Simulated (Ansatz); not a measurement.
Geometry optimisation, RHF/def2-SVP (Ansatz).

Input:

```yaml
crystal:
  periodic: [false, false, false]
  atoms:
    - { symbol: Al, position_ang: [-0.341017, 0.320233, -0.853742] }
    - { symbol: C, position_ang: [1.66964, -0.085112, 1.57823] }
    - { symbol: H, position_ang: [0.701713, -0.576622, 1.688519] }
    - { symbol: H, position_ang: [2.387338, -0.663045, 2.16434] }
    - { symbol: C, position_ang: [1.623022, 1.363314, 2.049686] }
    - { symbol: H, position_ang: [1.356766, 1.418623, 3.106514] }
    - { symbol: H, position_ang: [2.590612, 1.851683, 1.919524] }
    - { symbol: H, position_ang: [0.884394, 1.953104, 1.499858] }
    - { symbol: H, position_ang: [1.998409, -0.160538, 0.530723] }
    - { symbol: H, position_ang: [-1.365677, 0.16836, 0.424347] }
basis:
  gaussian: { orbitals: def2-SVP }
hamiltonian:
  xc: hf
relax:
  f_tol: 0.03
  max_steps: 50
```

Run as:

```bash
$ ansatz run input.yaml --threads 1 --pin off --max-ram 2048MiB --backend cpu --events-out ev --progress --plain --runs-dir out
```

Task: Where does it end, and by what steps?

Result: The run converged. The force dipped under the threshold on the way, but the program's further checks kept it going. After 9 steps the energy has fallen by 0.137 eV; Al1 moved furthest, 1.28 Å.

```json
{"step": "0", "energy less start (eV)": "0.0000", "largest force component (eV/Å)": "0.337", "accepted": "yes"}
{"step": "1", "energy less start (eV)": "-0.0684", "largest force component (eV/Å)": "0.171", "accepted": "yes"}
{"step": "2", "energy less start (eV)": "-0.1029", "largest force component (eV/Å)": "0.145", "accepted": "yes"}
{"step": "3", "energy less start (eV)": "-0.1235", "largest force component (eV/Å)": "0.111", "accepted": "yes"}
{"step": "4", "energy less start (eV)": "-0.1303", "largest force component (eV/Å)": "0.070", "accepted": "yes"}
{"step": "5", "energy less start (eV)": "-0.1349", "largest force component (eV/Å)": "0.033", "accepted": "yes"}
{"step": "6", "energy less start (eV)": "-0.1364", "largest force component (eV/Å)": "0.026", "accepted": "yes"}
{"step": "7", "energy less start (eV)": "-0.1370", "largest force component (eV/Å)": "0.024", "accepted": "yes"}
{"step": "8", "energy less start (eV)": "-0.1373", "largest force component (eV/Å)": "0.007", "accepted": "yes"}
{"step": "9", "energy less start (eV)": "-0.1374", "largest force component (eV/Å)": "0.002", "accepted": "yes"}
```

```xyz
10
Properties=species:S:1:pos:R:3
Al -1.318 0.273 -1.678
C 1.892 -0.080 1.776
H 0.934 -0.589 1.899
H 2.633 -0.628 2.361
C 1.806 1.376 2.214
H 1.523 1.457 3.265
H 2.764 1.886 2.089
H 1.062 1.924 1.632
H 2.181 -0.163 0.725
H -1.973 0.133 -0.175
```

Whether the end is a true minimum wasn't checked by a vibrational analysis.

Time of the run: 11 s on 1 thread of Arm Neoverse V1 (shared host), peak memory 0.14 GiB.
